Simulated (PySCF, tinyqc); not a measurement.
Worked calculation (part 1 of 2): RKS/BLYP in the sto-6g basis, for CH2, spin multiplicity 1. The lowest restricted solution is unstable here: a spin-polarised one lies 0.0158 hartree lower (PySCF). Computed by tinyqc, a small Python program that keeps every step (integrals from PySCF). Settings: charge = 0, multiplicity = 1, basis = sto-6g, energy threshold = 1e-09, iteration cap = 82, orthogonalisation = symmetric, start = highest core orbitals, DIIS depth = 8, DIIS from iteration = 3, damping = 0.5, method = RKS, functional = blyp, grid = [20, 50]. Command: `OMP_NUM_THREADS=1 python tinyqc.py 20059 20060 out.jsonl` (the two numbers bound the seeds that draw the settings). One thread of a shared host (Intel(R) Xeon(R) Processor @ 2.60GHz), about 1 s of CPU time with the checks. Later iterations appear only in the table of the cycle.

## One-electron integrals

Geometry (angstrom):
```
atom        x         y        z
C     0.00000   0.00000  0.00000
H     0.00000   1.05700  0.74300
H     0.00000  -1.01200  0.71100
```

Basis sto-6g: exponents (1/bohr^2) and contraction coefficients of normalised primitives:
```
element  l (shell)   exponent  coefficient
C            s (1)  742.73705      0.00916
C            s (1)  136.18002      0.04936
C            s (1)   38.09826      0.16854
C            s (1)   13.08778      0.37056
C            s (1)    5.08237      0.41649
C            s (1)    2.09320      0.13033
C            s (2)   30.49724     -0.01325
C            s (2)    6.03620     -0.04699
C            s (2)    1.87605     -0.03379
C            s (2)    0.72178      0.25024
C            s (2)    0.31347      0.59512
C            s (2)    0.14369      0.24071
C            p (3)   30.49724      0.00376
C            p (3)    6.03620      0.03768
C            p (3)    1.87605      0.17390
C            p (3)    0.72178      0.41804
C            p (3)    0.31347      0.42586
C            p (3)    0.14369      0.10171
H            s (1)   35.52322      0.00916
H            s (1)    6.51314      0.04936
H            s (1)    1.82214      0.16854
H            s (1)    0.62596      0.37056
H            s (1)    0.24308      0.41649
H            s (1)    0.10011      0.13033
```

Overlap, kinetic and nuclear-attraction integrals over the contracted functions; the nuclear repulsion is the sum of Za Zb / Rab.

nuclear repulsion = 5.2803560 hartree

overlap S, lower triangle:
```
          1C 1s    1C 2s   1C 2px    1C 2py   1C 2pz    2H 1s    3H 1s
1C 1s   1.00000
1C 2s   0.24323  1.00000
1C 2px  0.00000  0.00000  1.00000
1C 2py  0.00000  0.00000  0.00000   1.00000
1C 2pz  0.00000  0.00000  0.00000   0.00000  1.00000
2H 1s   0.04069  0.38219  0.00000   0.32097  0.22562  1.00000
3H 1s   0.04618  0.41053  0.00000  -0.33847  0.23780  0.10725  1.00000
```

kinetic energy T (hartree), lower triangle:
```
           1C 1s    1C 2s   1C 2px    1C 2py   1C 2pz     2H 1s    3H 1s
1C 1s   16.06864
1C 2s   -0.49279  0.49241
1C 2px   0.00000  0.00000  1.47923
1C 2py   0.00000  0.00000  0.00000   1.47923
1C 2pz   0.00000  0.00000  0.00000   0.00000  1.47923
2H 1s   -0.00939  0.05150  0.00000   0.12917  0.09080   0.76852
3H 1s   -0.00942  0.06435  0.00000  -0.14973  0.10520  -0.01202  0.76852
```

nuclear attraction V (hartree), lower triangle:
```
            1C 1s     1C 2s    1C 2px    1C 2py    1C 2pz     2H 1s     3H 1s
1C 1s   -34.84540
1C 2s    -3.82211  -5.98687
1C 2px    0.00000   0.00000  -5.92397
1C 2py    0.00095   0.00815   0.00000  -6.04982
1C 2pz   -0.01530  -0.15820   0.00000   0.00430  -5.98612
2H 1s    -0.71844  -1.85371   0.00000  -1.43310  -1.03947  -3.92943
3H 1s    -0.81663  -2.02675   0.00000   1.54422  -1.11833  -0.46150  -4.03195
```

core Hamiltonian H = T + V (hartree), lower triangle:
```
            1C 1s     1C 2s    1C 2px    1C 2py    1C 2pz     2H 1s     3H 1s
1C 1s   -18.77676
1C 2s    -4.31490  -5.49447
1C 2px    0.00000   0.00000  -4.44474
1C 2py    0.00095   0.00815   0.00000  -4.57059
1C 2pz   -0.01530  -0.15820   0.00000   0.00430  -4.50689
2H 1s    -0.72783  -1.80221   0.00000  -1.30392  -0.94867  -3.16090
3H 1s    -0.82606  -1.96240   0.00000   1.39449  -1.01313  -0.47352  -3.26343
```

## Two-electron integrals

Functions are numbered as in S; the eight-fold symmetry (ij|kl) = (ji|kl) = (kl|ij) leaves the list below.

Two-electron integrals (ij|kl) in chemists' order, unique and non-zero (hartree):
```
(11|11) 3.54374    (21|11) 0.52946    (21|21) 0.10032    (22|11) 0.85360
(22|21) 0.19993    (22|22) 0.62484    (31|31) 0.02127    (32|31) 0.03187
(32|32) 0.13811    (33|11) 0.85360    (33|21) 0.19993    (33|22) 0.62484
(33|33) 0.67322    (41|41) 0.02127    (42|41) 0.03187    (42|42) 0.13811
(43|43) 0.03628    (44|11) 0.85360    (44|21) 0.19993    (44|22) 0.62484
(44|33) 0.60066    (44|44) 0.67322    (51|51) 0.02127    (52|51) 0.03187
(52|52) 0.13811    (53|53) 0.03628    (54|54) 0.03628    (55|11) 0.85360
(55|21) 0.19993    (55|22) 0.62484    (55|33) 0.60066    (55|44) 0.60066
(55|55) 0.67322    (61|11) 0.09311    (61|21) 0.01700    (61|22) 0.03336
(61|33) 0.03324    (61|41) 0.00091    (61|42) 0.00178    (61|44) 0.03349
(61|51) 0.00064    (61|52) 0.00125    (61|54) 0.00018    (61|55) 0.03336
(61|61) 0.00296    (62|11) 0.24016    (62|21) 0.05718    (62|22) 0.19896
(62|33) 0.19409    (62|41) 0.00476    (62|42) 0.03277    (62|44) 0.20387
(62|51) 0.00335    (62|52) 0.02303    (62|54) 0.00687    (62|55) 0.19892
(62|61) 0.01002    (62|62) 0.08668    (63|31) 0.00588    (63|32) 0.03078
(63|43) 0.00627    (63|53) 0.00440    (63|63) 0.01005    (64|11) 0.17538
(64|21) 0.04231    (64|22) 0.15575    (64|33) 0.14809    (64|41) 0.00887
(64|42) 0.05411    (64|44) 0.16760    (64|51) 0.00210    (64|52) 0.01640
(64|54) 0.00931    (64|55) 0.15154    (64|61) 0.00774    (64|62) 0.08038
(64|64) 0.08319    (65|11) 0.12328    (65|21) 0.02974    (65|22) 0.10948
(65|33) 0.10410    (65|41) 0.00210    (65|42) 0.01640    (65|44) 0.10901
(65|51) 0.00736    (65|52) 0.04231    (65|54) 0.00971    (65|55) 0.11533
(65|61) 0.00544    (65|62) 0.05651    (65|64) 0.05141    (65|65) 0.04619
(66|11) 0.40541    (66|21) 0.09837    (66|22) 0.38966    (66|33) 0.36983
(66|41) 0.00962    (66|42) 0.09027    (66|44) 0.40965    (66|51) 0.00676
(66|52) 0.06346    (66|54) 0.02799    (66|55) 0.38951    (66|61) 0.01748
(66|62) 0.22229    (66|64) 0.22689    (66|65) 0.15949    (66|66) 0.77500
(71|11) 0.10579    (71|21) 0.01930    (71|22) 0.03787    (71|33) 0.03772
(71|41) -0.00104   (71|42) -0.00201   (71|44) 0.03801    (71|51) 0.00073
(71|52) 0.00141    (71|54) -0.00020   (71|55) 0.03787    (71|61) 0.00326
(71|62) 0.01066    (71|64) 0.00753    (71|65) 0.00581    (71|66) 0.01829
(71|71) 0.00382    (72|11) 0.26308    (72|21) 0.06259    (72|22) 0.21661
(72|33) 0.21139    (72|41) -0.00521   (72|42) -0.03535   (72|44) 0.22188
(72|51) 0.00366    (72|52) 0.02484    (72|54) -0.00738   (72|55) 0.21657
(72|61) 0.01029    (72|62) 0.06633    (72|64) 0.04475    (72|65) 0.04207
(72|66) 0.13098    (72|71) 0.01244    (72|72) 0.10103    (73|31) 0.00657
(73|32) 0.03400    (73|43) -0.00683   (73|53) 0.00480    (73|63) 0.00725
(73|73) 0.01199    (74|11) -0.18885   (74|21) -0.04554   (74|22) -0.16682
(74|33) -0.15856   (74|41) 0.00981    (74|42) 0.05889    (74|44) -0.17966
(74|51) -0.00227   (74|52) -0.01749   (74|54) 0.01003    (74|55) -0.16223
(74|61) -0.00713   (74|62) -0.04372   (74|64) -0.02331   (74|65) -0.02725
(74|66) -0.08124   (74|71) -0.00947   (74|72) -0.09226   (74|74) 0.09467
(75|11) 0.13268    (75|21) 0.03200    (75|22) 0.11720    (75|33) 0.11140
(75|41) -0.00227   (75|42) -0.01749   (75|44) 0.11663    (75|51) 0.00817
(75|52) 0.04628    (75|54) -0.01050   (75|55) 0.12357    (75|61) 0.00551
(75|62) 0.04158    (75|64) 0.02751    (75|65) 0.03306    (75|66) 0.08668
(75|71) 0.00666    (75|72) 0.06482    (75|74) -0.05809   (75|75) 0.05281
(76|11) 0.05766    (76|21) 0.01380    (76|22) 0.05027    (76|33) 0.04881
(76|41) 1.60e-05   (76|42) 0.00016    (76|44) 0.05015    (76|51) 0.00130
(76|52) 0.00969    (76|54) 4.76e-05   (76|55) 0.05186    (76|61) 0.00237
(76|62) 0.02001    (76|64) 0.01622    (76|65) 0.01428    (76|66) 0.04896
(76|71) 0.00268    (76|72) 0.02140    (76|74) -0.01693   (76|75) 0.01508
(76|76) 0.00576    (77|11) 0.42241    (77|21) 0.10244    (77|22) 0.40307
(77|33) 0.38219    (77|41) -0.01033   (77|42) -0.09465   (77|44) 0.42412
(77|51) 0.00726    (77|52) 0.06650    (77|54) -0.02946   (77|55) 0.40289
(77|61) 0.01677    (77|62) 0.12422    (77|64) 0.07865    (77|65) 0.08331
(77|66) 0.25504    (77|71) 0.02068    (77|72) 0.24271    (77|74) -0.24437
(77|75) 0.17169    (77|76) 0.04896    (77|77) 0.77500
```

## Orthogonalisation

S = U s U^T; symmetric (Loewdin) form X = U s^(-1/2) U^T, so that X^T S X = 1.

eigenvalues of S: 0.37693  0.47974  0.86965  1.00000  1.10426  1.41492  1.75450

X, lower triangle:
```
           1C 1s     1C 2s   1C 2px    1C 2py    1C 2pz     2H 1s    3H 1s
1C 1s    1.02514
1C 2s   -0.14264   1.18433
1C 2px   0.00000   0.00000  1.00000
1C 2py   0.00074  -0.01096  0.00000   1.10977
1C 2pz  -0.00927   0.09199  0.00000  -0.00558   1.05253
2H 1s    0.02053  -0.23900  0.00000  -0.20440  -0.13835   1.14704
3H 1s    0.02151  -0.26671  0.00000   0.22288  -0.15154  -0.01928  1.17337
```

## Starting guess

The start is the highest orbitals of the core Hamiltonian (a deliberately bad start); D = 2 C_occ C_occ^T.

D at the start, lower triangle:
```
           1C 1s     1C 2s   1C 2px    1C 2py    1C 2pz     2H 1s    3H 1s
1C 1s    0.02526
1C 2s   -0.14275   0.95178
1C 2px   0.00000   0.00000  2.00000
1C 2py   0.00391  -0.04871  0.00000   0.32907
1C 2pz   0.15056  -0.48712  0.00000  -0.02059   1.80979
2H 1s    0.07935  -0.81308  0.00000  -0.64540  -0.49179   2.78800
3H 1s    0.08793  -0.94568  0.00000   0.73376  -0.55544  -0.02434  2.95123
```

## Iteration 1: exchange-correlation on the grid

Becke grid with 20 radial and 50 angular points per atom, points of zero weight dropped. rho = sum D_ij phi_i phi_j; V_xc,ij = sum w v_xc phi_i phi_j plus the gradient terms; v_xc is d(rho eps)/d rho at fixed gradient.

The 12 grid points with the largest w rho, of 2994 (bohr, atomic units):
```
x                y         z        w      rho  |grad rho|^2    eps_xc      v_xc
-0.90320   0.00000  -0.90320  0.17290  0.25086       0.22102  -0.52737  -0.64592
0.90320    0.00000  -0.90320  0.17290  0.25086       0.22102  -0.52737  -0.64592
-1.19610   0.00000  -1.19610  0.37089  0.10623       0.05699  -0.41878  -0.48331
1.19610    0.00000  -1.19610  0.37089  0.10623       0.05699  -0.41878  -0.48331
-0.38513  -0.38513  -1.15538  0.15450  0.24202       0.21197  -0.52237  -0.63792
0.38513   -0.38513  -1.15538  0.15450  0.24202       0.21197  -0.52237  -0.63792
0.38513    0.38513  -1.15538  0.15450  0.24179       0.21178  -0.52224  -0.63770
-0.38513   0.38513  -1.15538  0.15450  0.24179       0.21178  -0.52224  -0.63770
-0.51002  -0.51002  -1.53005  0.33142  0.10247       0.05377  -0.41493  -0.47758
0.51002   -0.51002  -1.53005  0.33142  0.10247       0.05377  -0.41493  -0.47758
0.51002    0.51002  -1.53005  0.33142  0.10237       0.05367  -0.41482  -0.47743
-0.51002   0.51002  -1.53005  0.33142  0.10237       0.05367  -0.41482  -0.47743
```

electrons on the grid, sum of w rho = 8.00011

E_xc = sum of w rho eps_xc = -3.5552077 hartree

V_xc (hartree), lower triangle:
```
           1C 1s     1C 2s    1C 2px    1C 2py    1C 2pz     2H 1s     3H 1s
1C 1s   -0.75511
1C 2s   -0.16003  -0.51484
1C 2px   0.00000   0.00000  -0.55421
1C 2py   0.00044   0.00158   0.00000  -0.45065
1C 2pz   0.00072   0.04494   0.00000   0.00082  -0.53969
2H 1s   -0.02651  -0.17307   0.00000  -0.14347  -0.09992  -0.53613
3H 1s   -0.03013  -0.18875   0.00000   0.15450  -0.10697  -0.04353  -0.53805
```

## Iteration 1: building the Kohn-Sham matrix

J_ij = sum D_kl (ij|kl); F = H + J + V_xc; E = tr D H + tr D J / 2 + E_xc + E_nn.

Coulomb J (hartree), lower triangle:
```
           1C 1s     1C 2s   1C 2px    1C 2py   1C 2pz    2H 1s    3H 1s
1C 1s    5.03094
1C 2s    1.18691   4.01381
1C 2px   0.00000   0.00000  3.99347
1C 2py  -0.00112  -0.00749  0.00000   4.00450
1C 2pz  -0.01893   0.02390  0.00000  -0.00282  4.04344
2H 1s    0.19741   1.42225  0.00000   1.17364  0.84238  3.50529
3H 1s    0.22422   1.54201  0.00000  -1.25383  0.89757  0.37621  3.55419
```

Kohn-Sham matrix F (hartree), lower triangle:
```
            1C 1s     1C 2s    1C 2px    1C 2py    1C 2pz     2H 1s     3H 1s
1C 1s   -14.50093
1C 2s    -3.28803  -1.99550
1C 2px    0.00000   0.00000  -1.00548
1C 2py    0.00027   0.00224   0.00000  -1.01674
1C 2pz   -0.03351  -0.08936   0.00000   0.00230  -1.00314
2H 1s    -0.55693  -0.55303   0.00000  -0.27376  -0.20622  -0.19174
3H 1s    -0.63196  -0.60913   0.00000   0.29516  -0.22253  -0.14083  -0.24729
```

total energy of this density = -12.3456937 hartree

This density is the starting one.

## Iteration 1: diagonalisation and new density

Diagonalise F' = X^T F X, C = X C', fill 4 alpha and 4 beta electrons from the bottom; D = 2 C_occ C_occ^T; the new density keeps 0.5 of the old one (damping). Each column has its largest component positive (the first on a tie).

F' = X^T F X (hartree), lower triangle:
```
           1         2         3         4         5         6        7
1  -14.36238
2   -1.35779  -1.42474
3    0.00000   0.00000  -1.00548
4   -0.00129  -0.00221   0.00000  -0.98923
5   -0.02011  -0.06848   0.00000   0.00057  -0.99680
6   -0.10937  -0.20759   0.00000  -0.13211  -0.08396   0.06582
7   -0.13324  -0.23286   0.00000   0.14322  -0.09236  -0.02601  0.05273
```

orbital energies (hartree): MO1 -14.50625, MO2 -1.36819, MO3 -1.02353, MO4 -1.00548, MO5 -0.98481, MO6 0.10840, MO7 0.11979

coefficients C:
```
             MO1       MO2       MO3      MO4       MO5       MO6       MO7
1C 1s    1.00515  -0.23389  -0.00417  0.00000   0.05318   0.06595   0.00314
1C 2s   -0.02402   1.07186   0.01676  0.00000  -0.23242  -0.59651  -0.01495
1C 2px   0.00000   0.00000   0.00000  1.00000   0.00000   0.00000   0.00000
1C 2py   0.00025  -0.01215   1.03961  0.00000   0.04533   0.06284  -0.48606
1C 2pz  -0.00032   0.29656  -0.04298  0.00000   0.98252  -0.32132  -0.01106
2H 1s    0.00543  -0.09582  -0.06394  0.00000  -0.04098   0.76688   0.91184
3H 1s    0.00595  -0.10184   0.06820  0.00000  -0.03741   0.93230  -0.79735
```

D after iteration 1, lower triangle:
```
           1C 1s     1C 2s   1C 2px    1C 2py    1C 2pz     2H 1s    3H 1s
1C 1s    1.07767
1C 2s   -0.34629   1.62564
1C 2px   0.00000   0.00000  2.00000
1C 2py   0.00072  -0.01996  0.00000   1.24547
1C 2pz   0.00577   0.07360  0.00000  -0.05858   0.99469
2H 1s    0.06782  -0.51045  0.00000  -0.38800  -0.27157   1.40730
3H 1s    0.07348  -0.58099  0.00000   0.43903  -0.31086  -0.00674  1.49067
```

## Iteration 2: exchange-correlation on the grid

As before.

The 12 grid points with the largest w rho, of 2994 (bohr, atomic units):
```
x                y         z        w      rho  |grad rho|^2    eps_xc      v_xc
-1.15538   0.38513  -0.38513  0.15446  0.22166       0.17579  -0.50876  -0.61981
1.15538    0.38513  -0.38513  0.15446  0.22166       0.17579  -0.50876  -0.61981
-1.15538  -0.38513  -0.38513  0.15444  0.21990       0.17386  -0.50766  -0.61811
1.15538   -0.38513  -0.38513  0.15444  0.21990       0.17386  -0.50766  -0.61811
1.15538   -0.38513   0.38513  0.15341  0.21577       0.17441  -0.50565  -0.61373
-1.15538  -0.38513   0.38513  0.15341  0.21577       0.17441  -0.50565  -0.61373
1.15538    0.38513   0.38513  0.15372  0.21455       0.17215  -0.50477  -0.61260
-1.15538   0.38513   0.38513  0.15372  0.21455       0.17215  -0.50477  -0.61260
-0.90320   0.00000  -0.90320  0.17290  0.18888       0.13036  -0.48576  -0.58764
0.90320    0.00000  -0.90320  0.17290  0.18888       0.13036  -0.48576  -0.58764
-0.90320   0.90320   0.00000  0.16949  0.18961       0.13975  -0.48760  -0.58761
0.90320    0.90320   0.00000  0.16949  0.18961       0.13975  -0.48760  -0.58761
```

electrons on the grid, sum of w rho = 7.99981

E_xc = sum of w rho eps_xc = -4.5649195 hartree

V_xc (hartree), lower triangle:
```
           1C 1s     1C 2s    1C 2px    1C 2py    1C 2pz     2H 1s     3H 1s
1C 1s   -1.94703
1C 2s   -0.26300  -0.56600
1C 2px   0.00000   0.00000  -0.59261
1C 2py  -0.00001  -0.00005   0.00000  -0.55971
1C 2pz   0.00051   0.00205   0.00000   0.00280  -0.54559
2H 1s   -0.04752  -0.18048   0.00000  -0.14603  -0.10073  -0.46347
3H 1s   -0.05401  -0.19732   0.00000   0.15738  -0.10890  -0.04362  -0.46918
```

## Iteration 2: building the Kohn-Sham matrix

As before.

Coulomb J (hartree), lower triangle:
```
          1C 1s     1C 2s   1C 2px    1C 2py   1C 2pz    2H 1s    3H 1s
1C 1s   8.68471
1C 2s   1.72999   4.75078
1C 2px  0.00000   0.00000  4.76506
1C 2py  0.00007  -0.00027  0.00000   4.76716
1C 2pz  0.00508   0.07716  0.00000  -0.00439  4.72013
2H 1s   0.29390   1.56171  0.00000   1.24213  0.88744  3.35028
3H 1s   0.33371   1.69786  0.00000  -1.32830  0.94968  0.40002  3.43237
```

Kohn-Sham matrix F (hartree), lower triangle:
```
            1C 1s     1C 2s    1C 2px    1C 2py    1C 2pz     2H 1s     3H 1s
1C 1s   -12.03908
1C 2s    -2.84791  -1.30969
1C 2px    0.00000   0.00000  -0.27229
1C 2py    0.00101   0.00783   0.00000  -0.36314
1C 2pz   -0.00971  -0.07898   0.00000   0.00271  -0.33235
2H 1s    -0.48145  -0.42097   0.00000  -0.20782  -0.16197  -0.27409
3H 1s    -0.54635  -0.46186   0.00000   0.22357  -0.17235  -0.11711  -0.30024
```

total energy of this density = -26.9760098 hartree

This density is a damped mixture and is not idempotent.

## Iteration 2: diagonalisation and new density

As before.

F' = X^T F X (hartree), lower triangle:
```
           1         2         3         4         5         6         7
1  -11.88512
2   -1.31332  -0.72023
3    0.00000   0.00000  -0.27229
4   -0.00025  -0.00073   0.00000  -0.25802
5   -0.00808  -0.00725   0.00000  -0.00231  -0.28462
6   -0.08314  -0.19149   0.00000  -0.16596  -0.11253  -0.07927
7   -0.10294  -0.21427   0.00000   0.18053  -0.12330  -0.02347  -0.07069
```

orbital energies (hartree): MO1 -12.03980, MO2 -0.70504, MO3 -0.42034, MO4 -0.33127, MO5 -0.27229, MO6 0.07983, MO7 0.11867

coefficients C:
```
             MO1       MO2       MO3       MO4      MO5       MO6       MO7
1C 1s    1.00208  -0.22316  -0.00808   0.08018  0.00000   0.09655   0.04938
1C 2s   -0.00963   0.90600   0.04064  -0.40236  0.00000  -0.66755  -0.36018
1C 2px   0.00000   0.00000   0.00000   0.00000  1.00000   0.00000   0.00000
1C 2py   0.00003  -0.02183   0.75732   0.01346  0.00000  -0.36144   0.78636
1C 2pz  -0.00040   0.18854  -0.00339   0.86921  0.00000  -0.53881  -0.27765
2H 1s    0.00251   0.09726   0.28370   0.16896  0.00000   1.08904  -0.36059
3H 1s    0.00271   0.11400  -0.28211   0.16416  0.00000   0.40188   1.11372
```

D after iteration 2, lower triangle:
```
           1C 1s     1C 2s   1C 2px    1C 2py   1C 2pz     2H 1s    3H 1s
1C 1s    1.59930
1C 2s   -0.41756   1.79729
1C 2px   0.00000   0.00000  1.00000
1C 2py   0.00022  -0.00440  0.00000   1.19693
1C 2pz   0.03013  -0.14225  0.00000  -0.02428  1.28844
2H 1s    0.02597  -0.22359  0.00000   0.02100  0.02846   0.82215
3H 1s    0.02945  -0.26475  0.00000   0.00558  0.00971  -0.04458  0.86488
```
